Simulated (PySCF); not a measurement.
Spin states of LiSi⁺

Unrestricted PBE0; PySCF, no relativity, basis sets Li 6-31G(d,p), Si 6-31G(d,p). Outer shells of the fragments: Li+ closed shells only; Si 3s2 3p2.

Followed along the bond (rough minima from three points):

```json
{"2Ms+1": "3", "unpaired": "σ ↑, π ↑", "⟨S²⟩ at the start": "2.00", "R at minimum (Å)": "2.81", "Te (eV)": "0.00"}
{"2Ms+1": "1", "unpaired": "σ ↑, π ↓", "⟨S²⟩ at the start": "1.01", "R at minimum (Å)": "2.86", "Te (eV)": "0.29"}
{"2Ms+1": "1", "unpaired": "none", "⟨S²⟩ at the start": "0.00", "R at minimum (Å)": "2.78", "Te (eV)": "0.48"}
{"2Ms+1": "3", "unpaired": "π ↑↑", "⟨S²⟩ at the start": "2.01", "R at minimum (Å)": "none in the scan", "Te (eV)": "≤ 0.85"}
{"2Ms+1": "1", "unpaired": "π ↑↓", "⟨S²⟩ at the start": "1.01", "R at minimum (Å)": "none in the scan", "Te (eV)": "≤ 1.17"}
```

Solutions found at the starting distance of 2.500 Å, counted from the lowest of them; the search is not exhaustive and high or unbound solutions are not listed, so other states can lie among these:

| 2Ms+1 | unpaired | term | E (eV) | ⟨S²⟩ | ⟨Lz²⟩ | μ (D) |
| --- | --- | --- | --- | --- | --- | --- |
| 3 | σ ↑, π ↑ | ³Π | 0.00 | 2.00 | 1.00 | -6.55 |
| 1 | σ ↑, π ↓ | mixed | 0.32 | 1.01 | 1.00 | -6.63 |
| 1 | none | ¹Σ⁺ | 0.51 | 0.00 | 0.00 | -6.31 |
| 3 | π ↑↑ | ³Σ⁻ | 0.86 | 2.01 | 0.00 | -6.69 |
| 1 | π ↑↓ | mixed | 1.18 | 1.01 | 2.01 | -6.61 |
| 1 | none | mixed | 2.17 | 0.00 | 2.00 | -6.29 |
| 3 | σ ↑↑ | ³Σ⁺ | 4.81 | 2.00 | 0.00 | 3.67 |
| 3 | σ ↑↑, π ↑↓ | mixed | 6.23 | 3.00 | 2.01 | -6.89 |
| 3 | π ↑↑ | mixed | 6.38 | 2.01 | 2.01 | 2.61 |
| 3 | σ ↑↑ | mixed | 7.17 | 2.01 | 2.00 | -6.62 |

A term symbol is given only where ⟨S²⟩ and ⟨Lz²⟩ are close to those of a pure state; real π, δ and φ orbitals otherwise mix terms. A positive dipole points towards Si; it is taken about the centre of mass and depends on that origin.
